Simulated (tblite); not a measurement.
C₆H₈.
SMILES with atom numbers: `[CH:1]1=[CH:2][C@@H:3]2[CH2:4][C@@H:5]2[CH2:6]1` (hydrogens: H7 on C1; H8 on C2; H9 on C3; H10, H11 on C4; H12 on C5; H13, H14 on C6)

Computed with GFN2-xTB (tblite), gas phase: Langevin dynamics at 200 K from the optimised GFN2-xTB geometry, time step 0.5 fs, friction 0.01 fs⁻¹, 2000 steps.

Start geometry:
```
atom  x, y, z in Å
C1      1.493    0.079   -0.209
C2      0.922   -1.108   -0.047
C3     -0.485   -0.972    0.390
C4     -1.378   -0.265   -0.596
C5     -0.727    0.514    0.504
C6      0.575    1.212    0.155
H7      2.496    0.261   -0.555
H8      1.382   -2.066   -0.214
H9     -0.909   -1.703    1.063
H10    -2.441   -0.443   -0.527
H11    -1.016   -0.133   -1.604
H12    -1.342    0.939    1.283
H13     0.970    1.772    1.008
H14     0.459    1.914   -0.674
```

The statistics below take the 31 frames saved every 25 fs from 250 to 1000 fs; their kinetic temperature (all 3N coordinates) averages 215 K.

Question: Give the mean, spread and extremes of the bond lengths.

Answer: 
| bond | start (Å) | mean (Å) | standard deviation (Å) | shortest (Å) | longest (Å) |
| --- | --- | --- | --- | --- | --- |
| C1=C2 | 1.326 | 1.328 | 0.021 | 1.287 | 1.368 |
| C2–C3 | 1.480 | 1.483 | 0.025 | 1.438 | 1.530 |
| C3–C4 | 1.507 | 1.508 | 0.022 | 1.446 | 1.564 |
| C4–C5 | 1.496 | 1.500 | 0.025 | 1.449 | 1.547 |
| C5–C6 | 1.518 | 1.515 | 0.029 | 1.444 | 1.580 |
| C1–C6 | 1.503 | 1.512 | 0.020 | 1.480 | 1.548 |
| C3–C5 | 1.510 | 1.515 | 0.026 | 1.462 | 1.568 |
| C1–H7 | 1.077 | 1.080 | 0.026 | 1.028 | 1.128 |
| C2–H8 | 1.076 | 1.082 | 0.026 | 1.036 | 1.149 |
| C3–H9 | 1.080 | 1.082 | 0.019 | 1.041 | 1.126 |
| C4–H10 | 1.080 | 1.085 | 0.021 | 1.030 | 1.138 |
| C4–H11 | 1.080 | 1.082 | 0.019 | 1.029 | 1.121 |
| C5–H12 | 1.080 | 1.082 | 0.028 | 1.021 | 1.145 |
| C6–H13 | 1.094 | 1.100 | 0.031 | 1.042 | 1.173 |
| C6–H14 | 1.093 | 1.094 | 0.028 | 1.039 | 1.149 |

Question: Give the same statistics for bond angles, one of each kind among heavy atoms.

Answer: 
```tsv
angle	start (°)	mean (°)	standard deviation (°)	smallest (°)	largest (°)
C2–C1–C6	112.4	112.1	1.8	108.6	115.6
C1–C2–C3	111.3	111.5	1.3	109.0	113.7
C2–C3–C4	114.4	114.7	2.5	110.3	118.6
C2–C3–C5	105.3	105.1	1.4	101.6	107.8
C4–C3–C5	59.5	59.5	1.3	56.3	62.1
C3–C4–C5	60.4	60.5	1.4	57.9	63.0
C4–C5–C6	116.4	116.4	2.8	112.0	121.0
C3–C5–C4	60.2	60.0	1.2	56.2	62.1
C3–C5–C6	107.3	107.5	1.9	102.7	111.6
C1–C6–C5	103.5	103.5	2.0	99.9	108.5
```

Question: How far does each atom move about its mean position (frames aligned on the start, all atoms weighted alike), and what rms force does it feel?

Answer: 
| atom | rms displacement (Å) | rms force (eV/Å) |
| --- | --- | --- |
| C1 | 0.06 | 1.60 |
| C2 | 0.05 | 1.68 |
| C3 | 0.05 | 1.37 |
| C4 | 0.05 | 1.61 |
| C5 | 0.04 | 1.56 |
| C6 | 0.05 | 1.98 |
| H7 | 0.11 | 0.96 |
| H8 | 0.11 | 0.87 |
| H9 | 0.10 | 0.70 |
| H10 | 0.12 | 0.79 |
| H11 | 0.10 | 0.67 |
| H12 | 0.12 | 0.97 |
| H13 | 0.11 | 0.96 |
| H14 | 0.11 | 0.96 |

The displacements run from 0.04 to 0.12 Å.

Question: How widely does the potential energy scatter, against a harmonic estimate?

Answer: Mean 0.34 eV above the start, standard deviation 0.083 eV, range 0.16 to 0.50 eV. For 36 classical harmonic modes at 200 K the canonical values are 36kT/2 = 0.31 eV and kT·√(36/2) = 0.073 eV.

The run is classical and short, so these are rough statistics of one trajectory.

The cost below is that of the whole dynamics run. Time: 21 s; peak memory 0.18 GiB. Hardware: one thread, Intel Xeon at 2.50 GHz (x86_64), shared host.
